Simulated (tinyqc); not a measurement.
RHF in the sto-6g basis, for H2O, spin multiplicity 1, step by step. One step of it, computed by the program tinyqc.

Task: Iteration 2: building the Fock matrix. J_ij = sum D_kl (ij|kl), K_ij = sum D_kl (ik|jl); F = H + J - 0.5 K; E = tr D H + tr D J / 2 - 0.25 tr D K + E_nn.

D after iteration 1:
```
            1O 1s      1O 2s    1O 2px     1O 2py     1O 2pz      2H 1s      3H 1s
1O 1s    2.115911  -0.504866  0.000000   0.000000  -0.008342   0.015530   0.015530
1O 2s   -0.504866   2.185988  0.000000   0.000000   0.037626  -0.048425  -0.048425
1O 2px   0.000000   0.000000  2.000000   0.000000   0.000000   0.000000   0.000000
1O 2py   0.000000   0.000000  0.000000   2.121508   0.000000  -0.122711   0.122711
1O 2pz  -0.008342   0.037626  0.000000   0.000000   2.019338  -0.025873  -0.025873
2H 1s    0.015530  -0.048425  0.000000  -0.122711  -0.025873   0.008491  -0.005705
3H 1s    0.015530  -0.048425  0.000000   0.122711  -0.025873  -0.005705   0.008491
```

core Hamiltonian H = T + V (hartree):
```
             1O 1s      1O 2s     1O 2px     1O 2py     1O 2pz      2H 1s      3H 1s
1O 1s   -32.879187  -7.266447   0.000000   0.000000  -0.014019  -1.216280  -1.216280
1O 2s    -7.266447  -9.101057   0.000000   0.000000  -0.162471  -2.821171  -2.821171
1O 2px    0.000000   0.000000  -7.353942   0.000000   0.000000   0.000000   0.000000
1O 2py    0.000000   0.000000   0.000000  -7.469352   0.000000  -1.688681   1.688681
1O 2pz   -0.014019  -0.162471   0.000000   0.000000  -7.412591  -1.244922  -1.244922
2H 1s    -1.216280  -2.821171   0.000000  -1.688681  -1.244922  -4.480807  -0.943895
3H 1s    -1.216280  -2.821171   0.000000   1.688681  -1.244922  -0.943895  -4.480807
```

Two-electron integrals (ij|kl) in chemists' order, unique and non-zero (hartree):
```
(11|11) 4.787491    (21|11) 0.675884    (21|21) 0.121505    (22|11) 1.117379
(22|21) 0.249212    (22|22) 0.817383    (31|31) 0.025762    (32|31) 0.039145
(32|32) 0.180664    (33|11) 1.117381    (33|21) 0.249212    (33|22) 0.817382
(33|33) 0.880663    (41|41) 0.025762    (42|41) 0.039145    (42|42) 0.180664
(43|43) 0.047461    (44|11) 1.117381    (44|21) 0.249212    (44|22) 0.817382
(44|33) 0.785741    (44|44) 0.880663    (51|51) 0.025762    (52|51) 0.039145
(52|52) 0.180664    (53|53) 0.047461    (54|54) 0.047461    (55|11) 1.117381
(55|21) 0.249212    (55|22) 0.817382    (55|33) 0.785741    (55|44) 0.785741
(55|55) 0.880663    (61|11) 0.119629    (61|21) 0.020623    (61|22) 0.041407
(61|33) 0.041319    (61|41) 0.000824    (61|42) 0.001614    (61|44) 0.041494
(61|51) 0.000587    (61|52) 0.001150    (61|54) 0.000125    (61|55) 0.041408
(61|61) 0.003568    (62|11) 0.304720    (62|21) 0.068982    (62|22) 0.252270
(62|33) 0.247990    (62|41) 0.004513    (62|42) 0.033999    (62|44) 0.256504
(62|51) 0.003218    (62|52) 0.024237    (62|54) 0.006069    (62|55) 0.252317
(62|61) 0.011785    (62|62) 0.098955    (63|31) 0.007478    (63|32) 0.042709
(63|43) 0.006935    (63|53) 0.004944    (63|63) 0.013607    (64|11) 0.184614
(64|21) 0.042367    (64|22) 0.165209    (64|33) 0.157890    (64|41) 0.009870
(64|42) 0.063457    (64|44) 0.177122    (64|51) 0.001705    (64|52) 0.014791
(64|54) 0.008766    (64|55) 0.160615    (64|61) 0.007551    (64|62) 0.078765
(64|64) 0.075547    (65|11) 0.131606    (65|21) 0.030202    (65|22) 0.117773
(65|33) 0.112556    (65|41) 0.001705    (65|42) 0.014791    (65|44) 0.116377
(65|51) 0.008694    (65|52) 0.053253    (65|54) 0.009659    (65|55) 0.124385
(65|61) 0.005383    (65|62) 0.056150    (65|64) 0.044155    (65|65) 0.045084
(66|11) 0.464519    (66|21) 0.107110    (66|22) 0.449363    (66|33) 0.431950
(66|41) 0.008645    (66|42) 0.090320    (66|44) 0.466586    (66|51) 0.006163
(66|52) 0.064387    (66|54) 0.024691    (66|55) 0.449552    (66|61) 0.018460
(66|62) 0.228907    (66|64) 0.207674    (66|65) 0.148045    (66|66) 0.774999
(71|11) 0.119629    (71|21) 0.020623    (71|22) 0.041407    (71|33) 0.041319
(71|41) -0.000824   (71|42) -0.001614   (71|44) 0.041494    (71|51) 0.000587
(71|52) 0.001150    (71|54) -0.000125   (71|55) 0.041408    (71|61) 0.003511
(71|62) 0.011361    (71|64) 0.006666    (71|65) 0.005193    (71|66) 0.017596
(71|71) 0.003568    (72|11) 0.304720    (72|21) 0.068982    (72|22) 0.252270
(72|33) 0.247990    (72|41) -0.004513   (72|42) -0.033999   (72|44) 0.256504
(72|51) 0.003218    (72|52) 0.024237    (72|54) -0.006069   (72|55) 0.252317
(72|61) 0.011361    (72|62) 0.077835    (72|64) 0.043217    (72|65) 0.042893
(72|66) 0.144163    (72|71) 0.011785    (72|72) 0.098955    (73|31) 0.007478
(73|32) 0.042709    (73|43) -0.006935   (73|53) 0.004944    (73|63) 0.010286
(73|73) 0.013607    (74|11) -0.184614   (74|21) -0.042367   (74|22) -0.165209
(74|33) -0.157890   (74|41) 0.009870    (74|42) 0.063457    (74|44) -0.177122
(74|51) -0.001705   (74|52) -0.014791   (74|54) 0.008766    (74|55) -0.160615
(74|61) -0.006666   (74|62) -0.043217   (74|64) -0.014343   (74|65) -0.023342
(74|66) -0.073234   (74|71) -0.007551   (74|72) -0.078765   (74|74) 0.075547
(75|11) 0.131606    (75|21) 0.030202    (75|22) 0.117773    (75|33) 0.112556
(75|41) -0.001705   (75|42) -0.014791   (75|44) 0.116377    (75|51) 0.008694
(75|52) 0.053253    (75|54) -0.009659   (75|55) 0.124385    (75|61) 0.005193
(75|62) 0.042893    (75|64) 0.023342    (75|65) 0.033518    (75|66) 0.086362
(75|71) 0.005383    (75|72) 0.056150    (75|74) -0.044155   (75|75) 0.045084
(76|11) 0.093544    (76|21) 0.021387    (76|22) 0.084646    (76|33) 0.082785
(76|44) 0.084507    (76|51) 0.001580    (76|52) 0.014070    (76|55) 0.086646
(76|61) 0.003608    (76|62) 0.032635    (76|64) 0.022602    (76|65) 0.020844
(76|66) 0.078072    (76|71) 0.003608    (76|72) 0.032635    (76|74) -0.022602
(76|75) 0.020844    (76|76) 0.013467    (77|11) 0.464519    (77|21) 0.107110
(77|22) 0.449363    (77|33) 0.431950    (77|41) -0.008645   (77|42) -0.090320
(77|44) 0.466586    (77|51) 0.006163    (77|52) 0.064387    (77|54) -0.024691
(77|55) 0.449552    (77|61) 0.017596    (77|62) 0.144163    (77|64) 0.073234
(77|65) 0.086362    (77|66) 0.289141    (77|71) 0.018460    (77|72) 0.228907
(77|74) -0.207674   (77|75) 0.148045    (77|76) 0.078072    (77|77) 0.774999
```

nuclear repulsion = 7.87562722 hartree

Give: Coulomb J; exchange K; Fock matrix F; total energy of this density.

Result:

Coulomb J (hartree):
```
         1O 1s   1O 2s  1O 2px  1O 2py  1O 2pz  2H 1s   3H 1s
1O 1s   18.603   3.348   0.000   0.000   0.000  0.571   0.571
1O 2s    3.348   8.786   0.000   0.000  -0.004  2.629   2.629
1O 2px   0.000   0.000   8.786   0.000   0.000  0.000   0.000
1O 2py   0.000   0.000   0.000   8.787   0.000  1.691  -1.691
1O 2pz   0.000  -0.004   0.000   0.000   8.785  1.204   1.204
2H 1s    0.571   2.629   0.000   1.691   1.204  4.515   0.864
3H 1s    0.571   2.629   0.000  -1.691   1.204  0.864   4.515
```

exchange K (hartree):
```
         1O 1s  1O 2s  1O 2px  1O 2py  1O 2pz  2H 1s   3H 1s
1O 1s    9.874  1.588   0.000   0.000  -0.001  0.293   0.293
1O 2s    1.588  2.839   0.000   0.000   0.002  0.821   0.821
1O 2px   0.000  0.000   2.356   0.000   0.000  0.000   0.000
1O 2py   0.000  0.000   0.000   2.371   0.000  0.420  -0.420
1O 2pz  -0.001  0.002   0.000   0.000   2.357  0.314   0.314
2H 1s    0.293  0.821   0.000   0.420   0.314  0.422   0.217
3H 1s    0.293  0.821   0.000  -0.420   0.314  0.217   0.422
```

Fock matrix F (hartree):
```
          1O 1s   1O 2s  1O 2px  1O 2py  1O 2pz   2H 1s   3H 1s
1O 1s   -19.214  -4.712   0.000   0.000  -0.013  -0.791  -0.791
1O 2s    -4.712  -1.734   0.000   0.000  -0.167  -0.602  -0.602
1O 2px    0.000   0.000   0.254   0.000   0.000   0.000   0.000
1O 2py    0.000   0.000   0.000   0.132   0.000  -0.207   0.207
1O 2pz   -0.013  -0.167   0.000   0.000   0.194  -0.197  -0.197
2H 1s    -0.791  -0.602   0.000  -0.207  -0.197  -0.176  -0.188
3H 1s    -0.791  -0.602   0.000   0.207  -0.197  -0.188  -0.176
```

total energy of this density = -74.43946 hartree
